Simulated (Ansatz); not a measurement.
Dissociation curve of SMILES C#CC. The C1–C5 bond (C1 also carries H, H, H; C5 carries C) is stretched with both fragments frozen at the PBE0/def2-TZVP optimised geometry.

Levels: UHF/cc-pVTZ (Ansatz, a quantum-chemistry and plane-wave program); RHF/cc-pVTZ (Ansatz); UKS-CAM-B3LYP = unrestricted CAM-B3LYP/cc-pVTZ in Ansatz; RKS-CAM-B3LYP = restricted CAM-B3LYP/cc-pVTZ run with Ansatz.

Scanned distances (Å): 1.16, 1.22, 1.30, 1.37, 1.40, 1.45, 1.49, 1.51, 1.59, 1.68, 1.83, 1.93, 2.20, 2.37, 2.62, 2.88, 3.17, 3.53, 3.90, 4.42, 5.11.

Q: Where does the unrestricted solution first break spin symmetry (<S²> of 0.01 or more)?

A: UHF: between 1.93 and 2.20 Å; UKS-CAM-B3LYP: between 2.37 and 2.62 Å.

| R / Å | <S²> UHF | E(RHF) − E(UHF) / kcal/mol | <S²> UKS-CAM-B3LYP | E(RKS-CAM-B3LYP) − E(UKS-CAM-B3LYP) / kcal/mol |
|---|---|---|---|---|
| 1.16 | 0.00 | 0.0 | 0.00 | 0.0 |
| 1.22 | 0.00 | 0.0 | 0.00 | 0.0 |
| 1.30 | 0.00 | 0.0 | 0.00 | 0.0 |
| 1.37 | 0.00 | 0.0 | 0.00 | 0.0 |
| 1.40 | 0.00 | 0.0 | 0.00 | 0.0 |
| 1.45 | 0.00 | 0.0 | 0.00 | 0.0 |
| 1.49 | 0.00 | 0.0 | 0.00 | 0.0 |
| 1.51 | 0.00 | 0.0 | 0.00 | 0.0 |
| 1.59 | 0.00 | 0.0 | 0.00 | 0.0 |
| 1.68 | 0.00 | 0.0 | 0.00 | 0.0 |
| 1.83 | 0.00 | 0.0 | 0.00 | 0.0 |
| 1.93 | 0.00 | 0.0 | 0.00 | 0.0 |
| 2.20 | 0.49 | 2.8 | 0.00 | 0.0 |
| 2.37 | 0.85 | 11.5 | 0.00 | 0.0 |
| 2.62 | 1.13 | 28.7 | 0.35 | 2.1 |
| 2.88 | 1.26 | 47.1 | 0.67 | 10.0 |
| 3.17 | 1.32 | 65.2 | 0.86 | 20.6 |
| 3.53 | 1.35 | 83.5 | 0.96 | 32.9 |
| 3.90 | 1.36 | 98.1 | 1.01 | 43.2 |
| 4.42 | 1.36 | 113.0 | 1.02 | 53.6 |
| 5.11 | 1.36 | — | 1.03 | 62.4 |

A dash means that the run gave no value there, or that the column was ended at a point which the program doubted or which failed a test of continuity chosen for this set; such a test can also cut sound points.
